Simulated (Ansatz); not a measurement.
## Heat of formation of C3H5N (isocyanoethane) from total energies

C3H5N has 9 atoms, charge 0, and is taken as a singlet. SMILES: `[C-]#[N+]CC`. The coordinates come from a PBE0-D4/def2-TZVP relaxation.

```xyz
9

C     1.2327    0.0467   -2.2660
N     0.8590    0.2535   -1.1826
C     0.3822    0.4801    0.1320
C    -0.7246   -0.4893    0.5044
H     1.2278    0.3862    0.8182
H     0.0293    1.5131    0.1892
H    -0.3684   -1.5191    0.4580
H    -1.5726   -0.3869   -0.1739
H    -1.0653   -0.2844    1.5208
```

Total energies at CAM-B3LYP/cc-pVDZ (Ansatz 0.2.0); the atoms run unrestricted:

```
species    state  energy (Eh)
  C3H5N  singlet  -171.941739
      C  triplet   -37.829365
      N  quartet   -54.567464
      H  doublet    -0.497894
```

Harmonic wavenumbers at PBE0-D4/def2-TZVP, in cm⁻¹: 196, 221, 315, 483, 800, 866, 1051, 1119, 1157, 1312, 1376, 1409, 1482, 1485, 1501, 2258, 3066, 3068, 3105, 3149, 3154.

Measured heats of formation of the gaseous atoms at 298.15 K, in kJ/mol: C 716.9, N 472.4, H 218.0. Take 1 Eh = 2625.50 kJ/mol, 1 cm⁻¹ = 0.0119627 kJ/mol, RT = 2.479 kJ/mol.

Problem. What heat of formation follows?

Solution. 
1. Electronic atomisation energy: 3 × (-37.829365) + (-54.567464) + 5 × (-0.497894) − (-171.941739) = 1.396710 Eh = 3667.1 kJ/mol.
2. Zero-point energy: half the sum of the wavenumbers, 16286.5 cm⁻¹ = 194.8 kJ/mol.
3. Thermal vibrational enthalpy, Σ hcν̃/(exp(hcν̃/kT) − 1): 5.2 kJ/mol. Translation, rotation and pV of a non-linear molecule: 4 RT = 9.9 kJ/mol.
4. The 9 free atoms carry 5/2 RT each: 55.8 kJ/mol.
5. Spin-orbit coupling lowers the free atoms by 3 × 0.02 = 0.1 kJ/mol.
6. Atomisation enthalpy at 298 K: 3667.1 − 0.1 − 194.8 − 5.2 − 9.9 + 55.8 = 3512.9 kJ/mol.
7. Sum of the atoms' heats of formation: 3713.1 kJ/mol. Heat of formation: 3713.1 − 3512.9 = +200.2 kJ/mol.

The tabulated value is +141.7 kJ/mol (CRC Handbook of Chemistry and Physics), so this level is off by +58.5 kJ/mol, or 1.6 % of the atomisation enthalpy. Anharmonicity and any spin-orbit splitting of the molecule are left out.
